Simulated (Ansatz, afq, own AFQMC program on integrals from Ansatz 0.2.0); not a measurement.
# Where AFQMC and coupled cluster stand for H$_{3}$, doublet

```csv
atom,x (Å),y (Å),z (Å)
H,0.0000,0.0000,-0.8770
H,0.0000,0.0000,-0.1320
H,0.0000,0.0000,1.0090
```

Basis cc-pVTZ. Noble-gas cores (and the filled d shells of Ga–Kr and In–Xe) are frozen. AFQMC by an in-house program on the Cholesky factors that Ansatz 0.2.0 writes for its CCSD(T) run. The CISD trial takes its coefficients from CCSD amplitudes. Released means that phaseless walkers are propagated on without the constraint, phases kept. ± is one standard error of the sampling.

Determinant: UHF, the one that the program's search chose, which needn't be the lowest solution. The geometry is a point of a scan.

Full CI on the same integrals is exact in this basis and with this determinant's frozen core.

```
T1 diagnostic                               : 0.0148
weight of the determinant in the CISD state : 0.975
⟨S²⟩ of the determinant                     : 0.764
size of the correlated space                : 3 electrons in 42 orbitals
```

Reference: full CI, correlation energy -1.297 eV. The released energy is read at 2.40 1/Eh (meV from the phaseless value at times in 1/Eh: 0.08 ± 0.10 at 0.24, -0.11 ± 0.11 at 0.51, -0.14 ± 0.12 at 0.99, -0.27 ± 0.10 at 1.62, -0.35 ± 0.13 at 2.40).

| level | E − E(reference) (kJ/mol) | share of correlation (%) |
| --- | --- | --- |
| HF | 125.1 | 0.00 |
| MP2 | 27.4 | 78.11 |
| CCSD | 1.1 | 99.13 |
| CCSD(T) | 0.2 | 99.82 |
| ph-AFQMC/HF | -1.0 ± 0.4 | 100.77 |
| ph-AFQMC/CISD | 0.0 ± 0.01 | 99.98 |
| released AFQMC | 0.0 ± 0.01 | 100.01 |

A walk keeps the symmetry of its determinant, which the program's search chose and which needn't be the lowest solution, so a lower state of the same spin and another symmetry isn't excluded. Released energies are given only where the last usable release times agree within the noise; a slower fall can still hide under it.
